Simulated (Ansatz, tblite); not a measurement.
**The cluster HPt₂−: one state, many levels**

Aim: run the singlet of the cluster HPt₂− at one geometry on many levels, and compare frontier levels, spin and run time.

Method: as each input shows; program: Ansatz 0.2.0, Gaussian basis.

Levels to be run: GFN1-xTB, GFN2-xTB, PBE-D4/def2-TZVPD, r2SCAN-D4/def2-TZVPD, BLYP-D4/def2-TZVPD, r2SCAN0-D4/def2-TZVPD, CAM-B3LYP-D4/def2-TZVPD, LDA/def2-TZVPD, HF/def2-TZVPD, PBE+5HF/def2-TZVPD, PBE+10HF/def2-TZVPD, PBE+15HF/def2-TZVPD, PBE+35HF/def2-TZVPD, PBE+50HF/def2-TZVPD, PBE-D4/def2-SVPD, PBE0-D4/def2-SVPD, CCSD(T)/def2-TZVPPD, MP2/def2-TZVPD, RPA/def2-TZVPD.

### Step 1. The relaxed structure

The geometry is that of the singlet, from an earlier relaxation (PBE-D4/def2-TZVPD). At that level it is the lowest of the isomers that a small search found.

3 atoms, charge -1, spin multiplicity 1.

Bond lengths: Pt1–Pt2 2.422 Å, Pt1–H3 1.548 Å. Angles: Pt2–Pt1–H3 111.8°.

Pt takes a core potential in the def2 sets. No spin-orbit coupling is included. The ion is computed in the gas phase, without counter-ions or solvent.

PBE0-D4/def2-TZVPD was run before; its log isn't repeated, and its numbers join the tables.

### Step 2. GFN1-xTB

Tight binding, by tblite at 300 K electronic temperature and without a spin-polarisation term:

```python
tblite.interface.Calculator('GFN1-xTB', numbers, positions, charge=-1, uhf=0).singlepoint()
```

Energy -257.8757 eV, HOMO -4.03 eV, LUMO -3.43 eV; 0.002 s.

### Step 3. GFN2-xTB

Tight binding, by tblite at 300 K electronic temperature and without a spin-polarisation term:

```python
tblite.interface.Calculator('GFN2-xTB', numbers, positions, charge=-1, uhf=0).singlepoint()
```

Energy -265.5853 eV, HOMO -2.62 eV, LUMO -2.06 eV; 0.002 s.

### Step 4. PBE-D4/def2-TZVPD

start.molden holds the orbitals of an earlier run on this state, given as this run's starting guess.

in.yaml reads:

```yaml
crystal:
  periodic: [false, false, false]
  atoms:
    - {symbol: Pt, position_ang: [-0.406071, -0.526530, -0.407548]}
    - {symbol: Pt, position_ang: [1.723094, -0.192442, 0.696726]}
    - {symbol: H, position_ang: [-1.317024, 0.718971, -0.289168]}
basis:
  gaussian: {orbitals: def2-TZVPD, initial_orbitals: start.molden}
total_charge: -1
hamiltonian: {xc: pbe, dispersion: d4}
scf: {omitted_lower_state_checks: [starts]}
output: {orbitals: {seedname: orbitals}}
```

Run with:

```sh
$ ansatz run in.yaml --threads 4 --pin off --events-out ev --progress --plain --max-ram 3916MiB
```

Further steps of the session: r2SCAN-D4/def2-TZVPD; BLYP-D4/def2-TZVPD; r2SCAN0-D4/def2-TZVPD; CAM-B3LYP-D4/def2-TZVPD; LDA/def2-TZVPD; HF/def2-TZVPD; PBE+5HF/def2-TZVPD; PBE+10HF/def2-TZVPD; PBE+15HF/def2-TZVPD; PBE+35HF/def2-TZVPD; PBE+50HF/def2-TZVPD; PBE-D4/def2-SVPD; PBE0-D4/def2-SVPD; CCSD(T)/def2-TZVPPD; MP2/def2-TZVPD; RPA/def2-TZVPD.

**Question.** What will the summary of the whole plan be? Wanted: gap in def2-TZVPD, named functionals and Hartree-Fock, smallest and largest; gap over the share of exact exchange; correlation energy, CCSD(T)/def2-TZVPPD; correlation energy, MP2/def2-TZVPD; PBE0 total energy, smallest basis above largest.

The runs gave:

```
                                                                   quantity                            value
gap in def2-TZVPD, named functionals and Hartree-Fock, smallest and largest  0.02 eV (BLYP-D4), 5.85 eV (HF)
                                       gap over the share of exact exchange     0.08 eV at 0, 3.81 eV at 0.5
                                    correlation energy, CCSD(T)/def2-TZVPPD                        -34.27 eV
                                         correlation energy, MP2/def2-TZVPD                        -26.20 eV
                            PBE0 total energy, smallest basis above largest  0.43 eV (def2-SVPD, def2-TZVPD)
```

Over the named functionals and Hartree-Fock in def2-TZVPD the gap runs from 0.02 eV (BLYP-D4) to 5.85 eV (HF); exact exchange widens it. Raising the share of exact exchange from 0 to 0.5 moves the HOMO by -1.91 eV and the LUMO by +1.82 eV. LDA leaves an empty level below a filled one, so this occupation isn't an aufbau state there; left out of the range. PBE-D4, BLYP-D4, r2SCAN-D4 put the HOMO above zero; others here keep it below zero, so the sign hangs on the functional's self-interaction and doesn't show that the species is unbound. Notes on CCSD(T)/def2-TZVPPD and its Hartree-Fock reference, which MP2 shares: restricted state is unstable towards broken spin symmetry.
